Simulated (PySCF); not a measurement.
## BO: one state, many levels of theory

State: ²Σ⁺ (doublet), unpaired electrons σ ↑. Set-up: PySCF, no relativity, basis sets B def2-TZVPPD, O def2-TZVPPD. De refers to B + O in their high-spin ground configurations, without counterpoise correction. The functionals are run spin-unrestricted. A positive dipole means B(−)O(+).

```json
{"Level": "UHF", "Re (Å)": "1.182", "ωe (cm⁻¹)": "2075", "De (eV)": "5.81", "μ (D)": "-2.81", "CPU s a point (SCF and correlation, without the integrals)": "0.89"}
{"Level": "UHF-MP2", "Re (Å)": "1.213", "ωe (cm⁻¹)": "1899", "De (eV)": "8.82", "μ (D)": "n/a", "CPU s a point (SCF and correlation, without the integrals)": "1.4"}
{"Level": "UHF-SCS-MP2", "Re (Å)": "1.209", "ωe (cm⁻¹)": "1935", "De (eV)": "8.42", "μ (D)": "n/a", "CPU s a point (SCF and correlation, without the integrals)": "n/a"}
{"Level": "UHF-CCSD", "Re (Å)": "1.206", "ωe (cm⁻¹)": "1922", "De (eV)": "7.83", "μ (D)": "n/a", "CPU s a point (SCF and correlation, without the integrals)": "n/a"}
{"Level": "UHF-CCSD(T)", "Re (Å)": "1.213", "ωe (cm⁻¹)": "1868", "De (eV)": "8.11", "μ (D)": "n/a", "CPU s a point (SCF and correlation, without the integrals)": "27"}
{"Level": "LDA", "Re (Å)": "1.206", "ωe (cm⁻¹)": "1886", "De (eV)": "10.09", "μ (D)": "-2.21", "CPU s a point (SCF and correlation, without the integrals)": "0.68"}
{"Level": "PBE", "Re (Å)": "1.215", "ωe (cm⁻¹)": "1843", "De (eV)": "8.96", "μ (D)": "-2.20", "CPU s a point (SCF and correlation, without the integrals)": "1.1"}
{"Level": "TPSS", "Re (Å)": "1.214", "ωe (cm⁻¹)": "1843", "De (eV)": "8.38", "μ (D)": "-2.22", "CPU s a point (SCF and correlation, without the integrals)": "1.5"}
{"Level": "r²SCAN", "Re (Å)": "1.206", "ωe (cm⁻¹)": "1895", "De (eV)": "8.71", "μ (D)": "-2.34", "CPU s a point (SCF and correlation, without the integrals)": "1.4"}
{"Level": "M06-L", "Re (Å)": "1.204", "ωe (cm⁻¹)": "1918", "De (eV)": "8.56", "μ (D)": "-2.18", "CPU s a point (SCF and correlation, without the integrals)": "5.8"}
{"Level": "r²SCANh", "Re (Å)": "1.202", "ωe (cm⁻¹)": "1921", "De (eV)": "8.52", "μ (D)": "-2.40", "CPU s a point (SCF and correlation, without the integrals)": "2"}
{"Level": "PBE0", "Re (Å)": "1.201", "ωe (cm⁻¹)": "1933", "De (eV)": "8.45", "μ (D)": "-2.40", "CPU s a point (SCF and correlation, without the integrals)": "2.2"}
{"Level": "M06-2X", "Re (Å)": "1.197", "ωe (cm⁻¹)": "1973", "De (eV)": "8.62", "μ (D)": "-2.50", "CPU s a point (SCF and correlation, without the integrals)": "8.9"}
{"Level": "CAM-B3LYP", "Re (Å)": "1.197", "ωe (cm⁻¹)": "1951", "De (eV)": "8.46", "μ (D)": "-2.48", "CPU s a point (SCF and correlation, without the integrals)": "2.5"}
```

Question: Which functional lies closest to UHF-CCSD(T) in De, which farthest, and by how much do they differ from it?

Answer: Closest is TPSS (+0.1 pm in Re, -1.3 % in ωe, +0.27 eV in De against UHF-CCSD(T) in the same basis), farthest LDA (-0.7 pm in Re, +1.0 % in ωe, +1.98 eV in De). CCSD(T) converges more slowly with the basis than the functionals do and binds too weakly in this one, so the order can change at the basis-set limit.

Question: What does the gradient correction do here, going from LDA to PBE?

Answer: PBE less LDA: +0.9 pm in Re, -2.3 % in ωe, -1.13 eV in De. The gradient correction favours the more uneven density of free atoms, so it tends to lengthen bonds and takes away much of the overbinding of LDA; so it does here.

Question: What does the triples do here, going from UHF-CCSD to UHF-CCSD(T)?

Answer: UHF-CCSD(T) less UHF-CCSD: +0.7 pm in Re, -2.8 % in ωe, +0.28 eV in De. Correlation nearly always deepens the well. The bond lengthens, as in strong covalent bonds, where excitations into antibonding orbitals dominate.

Correlated steps freeze 2 core orbitals. The state is the lowest determinant that a PBE0 search found; another state may lie lower at other levels.

The whole job (state search and all levels along the bond) took about 9.6 min on 1 thread of Intel Xeon Platinum 8259CL @ 2.50GHz (shared host), peak memory 2.1 GiB.
